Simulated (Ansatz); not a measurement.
# CH₄Si: a rigid scan of the bond length Si2–H6

An exercise on one series of results from a longer session: the logs are not shown, and one member is left open.

Computed with Ansatz 0.2.0, Gaussian basis. Level: single points in def2-TZVPP.

Levels: PBE-D4, r2SCAN-D4, PBE0-D4, B3LYP-D4, wB97M-V, Hartree-Fock, MP2, CCSD, CCSD(T). The scan takes 1.301, 1.352, 1.428, 1.516, 1.613, 1.718, 1.830, 1.947, 2.069 Å.

Cores are frozen in the correlated methods. B3LYP uses VWN-RPA correlation.

35 further runs of the same task are left out: 35 set aside as unsound or not needed.

## The starting structure

The minimum, relaxed at PBE0-D4: SMILES `C=[SiH2]`, 6 atoms, charge 0, spin multiplicity 1.

Atoms are counted from 1 here; the program's logs count them from 0.

Bond lengths: C1–Si2 1.699 Å, C1–H3 1.084 Å, C1–H4 1.084 Å, Si2–H5 1.478 Å, Si2–H6 1.478 Å. Angles: Si2–C1–H3 122.1°, Si2–C1–H4 122.2°, H3–C1–H4 115.7°, C1–Si2–H5 122.7°, C1–Si2–H6 122.7°, H5–Si2–H6 114.7°.

As a file:

```mol
CH4Si
  3D, bonds by distance, orders not assigned

  6  5  0  0  0  0  0  0  0  0999 V2000
   -0.7129   -0.5277   -0.2553 C   0  0
    0.5991    0.4435    0.2146 Si  0  0
   -1.3848   -0.9778    0.4662 H   0  0
   -0.9320   -0.7370   -1.2959 H   0  0
    0.9092    0.7347    1.6302 H   0  0
    1.5213    1.0643   -0.7597 H   0  0
  1  2  8  0
  1  3  8  0
  1  4  8  0
  2  5  8  0
  2  6  8  0
M  END
```

Energies of the minimum (eV), from earlier single points: PBE-D4 -8973.11622, r2SCAN-D4 -8977.28293, PBE0-D4 -8974.00005, B3LYP-D4 -8979.67046, wB97M-V -8977.32652, CCSD(T) -8964.13820.

At the minimum the bond length Si2–H6 is 1.478 Å.

Set-up of the first run:

The input, ccsdt-tzvpp/in.yaml:

```yaml
crystal:
  periodic: [false, false, false]
  atoms:
    - {symbol: C, position_ang: [-0.712900, -0.527688, -0.255346]}
    - {symbol: Si, position_ang: [0.599114, 0.443473, 0.214584]}
    - {symbol: H, position_ang: [-1.384763, -0.977839, 0.466164]}
    - {symbol: H, position_ang: [-0.931969, -0.736985, -1.295938]}
    - {symbol: H, position_ang: [0.909212, 0.734745, 1.630241]}
    - {symbol: H, position_ang: [1.410754, 0.989870, -0.642908]}
basis:
  gaussian: {orbitals: def2-TZVPP}
correlation: {method: ccsd_t}
```

No record of the launch command was kept for these runs.

Steps of the session up to this table: Si2–H6 = 1.301 Å; Si2–H6 = 1.352 Å; Si2–H6 = 1.428 Å; Si2–H6 = 1.516 Å; Si2–H6 = 1.613 Å; Si2–H6 = 1.718 Å; Si2–H6 = 1.830 Å; Si2–H6 = 1.947 Å; Si2–H6 = 2.069 Å.

One of the session's tables, all rows but one given; the rest of the session is left out.

It belongs to the step «The curves». Energies less that of the minimum at the same level (kJ/mol):

| bond length (Å) | PBE-D4 | PBE0-D4 | B3LYP-D4 | wB97M-V | Hartree-Fock |
| --- | --- | --- | --- | --- | --- |
| 1.301 | 39.0 | 36.6 | 34.3 | 33.4 | 33.6 |
| 1.352 | 18.9 | 17.1 | 15.6 | 14.9 | 14.7 |
| 1.428 | 3.2 | 2.4 | 1.9 | 1.5 | 1.3 |
| 1.478 (minimum) | 0.0 | 0.0 | 0.0 | 0.0 | 0.0 |
| 1.516 | 0.6 | 1.2 | 1.6 | 1.8 | 2.1 |
| 1.613 | ? | ? | ? | ? | ? |
| 1.718 | 32.3 | 37.0 | 38.1 | 40.6 | 44.3 |
| 1.830 | 61.3 | 68.6 | 69.3 | 74.1 | 80.7 |
| 1.947 | 95.7 | 106.0 | 106.0 | 113.0 | 123.2 |
| 2.069 | 133.3 | 146.8 | 146.0 | 154.9 | 169.6 |

**Question.** Estimate the row for bond length (Å) = 1.613.

Worked estimate for «PBE-D4». A straight line through the neighbours (1.516, 0.6) and (1.718, 32.3) gives 0.6 + (32.3 − 0.6) × (1.613 − 1.516) / (1.718 − 1.516) = 15.8; a parabola fitted to 4 rows on both sides gives 11.4.

The run gave: PBE-D4: 11.0; PBE0-D4: 13.5; B3LYP-D4: 14.4; wB97M-V: 15.6; Hartree-Fock: 17.2. In «PBE-D4» the line misses by +4.8 and the parabola by +0.4.

Caveats from the session: A polynomial through the near points puts the CCSD(T) minimum 0.005 Å below the PBE0-D4 value.
